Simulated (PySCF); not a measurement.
Species: C5H9S (charge -1).
Z-matrix (Å and degrees, GFN2-xTB geometry), rows numbered from 1:
```
C 
C   1  1.5301
S   2  1.8132  1  110.79
C   2  1.5109  1  110.04  3   121.93
C   4  1.5040  2  121.03  1    76.09
C   4  1.4943  2  120.93  1   147.51
H   1  1.0893  2  109.50  3   -60.99
H   1  1.0886  2  109.70  3    57.45
H   1  1.0951  2  111.42  3   178.43
H   2  1.1026  1  108.68  3  -118.85
H   4  1.0852  2  112.25  1   -68.63
H   5  1.0830  4  119.26  6   107.86
H   5  1.0818  4  117.99  6  -107.58
H   6  1.0807  4  117.71  5   108.14
H   6  1.0820  4  119.00  5  -108.23
```

The geometry is computed with GFN2-xTB (gas phase).

Take the most abundant isotopes and a rigid rotor. The values belong to one conformer with, in the numbering `[CH3:1][C@@H:2]([S-:3])[CH:4]1[CH2:5][CH2:6]1`, C1–C2–C4–C5 76°.

(1) Give the principal moments of inertia and the rotational constants in MHz.

(2) Classify the top.

(3) What does the inertial defect say?

(4) Give the other two planar moments, Paa and Pbb, and the rms extents of the mass along the axes.

(5) Give the coordinates in the principal-axis frame, origin at the centre of mass.

(6) Where do the levels up to J = 2 lie, in K?

(7) Estimate the classical rotational partition function at 10 K, 25 K and 50 K.

## Answers

(1) Ia = 107.23, Ib = 253.97, Ic = 335.86 u·Å²; 505379 MHz·u·Å²/I gives A = 4713, B = 1990, C = 1505 MHz.

(2) An asymmetric top. Ray's parameter κ = (2B − A − C)/(A − C) = -0.698; −1 is the prolate and +1 the oblate limit.

(3) Not planar: Δ = Ic − Ia − Ib = -25.34 u·Å². For a rigid frame Δ = −2 Σ m c², so Σ m c² = 12.67 u·Å² lies off the ab plane: 8.76 from hydrogen and 3.91 from heavier atoms. The atom farthest from that plane is 1.49 Å away.

(4) Paa = Σ m a² = (Ib + Ic − Ia)/2 = 241.30 and Pbb = Σ m b² = (Ia + Ic − Ib)/2 = 94.56 u·Å². With the mass M = 101.04 u, the rms extents √(P/M) along a, b and c are 1.55, 0.97, 0.35 Å.

(5) The sense of each axis is arbitrary; atoms in the order of the calculation.
| atom | mass (u) | a (Å) | b (Å) | c (Å) |
| --- | --- | --- | --- | --- |
| C1 | 12.000 | 0.643 | -1.841 | -0.020 |
| C2 | 12.000 | 0.332 | -0.386 | 0.336 |
| S3 | 31.972 | 1.746 | 0.685 | -0.040 |
| C4 | 12.000 | -0.889 | 0.083 | -0.420 |
| C5 | 12.000 | -2.270 | -0.341 | -0.003 |
| C6 | 12.000 | -1.826 | 1.081 | 0.177 |
| H7 | 1.008 | 0.849 | -1.918 | -1.087 |
| H8 | 1.008 | 1.529 | -2.170 | 0.519 |
| H9 | 1.008 | -0.195 | -2.502 | 0.229 |
| H10 | 1.008 | 0.129 | -0.323 | 1.418 |
| H11 | 1.008 | -0.703 | 0.170 | -1.486 |
| H12 | 1.008 | -3.009 | -0.560 | -0.763 |
| H13 | 1.008 | -2.366 | -0.957 | 0.882 |
| H14 | 1.008 | -1.621 | 1.425 | 1.181 |
| H15 | 1.008 | -2.258 | 1.842 | -0.459 |

(6) Above 0(0,0), as E/k:
J = 1: 1(0,1) 0.168, 1(1,1) 0.298, 1(1,0) 0.322
J = 2: 2(0,2) 0.500, 2(1,2) 0.611, 2(1,1) 0.680, 2(2,1) 1.072, 2(2,0) 1.075
The levels of one J sum to (2J + 1)J(J + 1)(A + B + C)/3.

(7) Point group C1, symmetry number σ = 1; q = (√π/σ)·√((kT/h)³/(ABC)), k/h = 20836.6 MHz/K: 1420 at 10 K, 5610 at 25 K, 15900 at 50 K.

No GFN2-xTB frequencies stand behind this structure, so it isn't proved a minimum. No vibrational averaging or centrifugal distortion is included, and the geometry carries the error of its method.
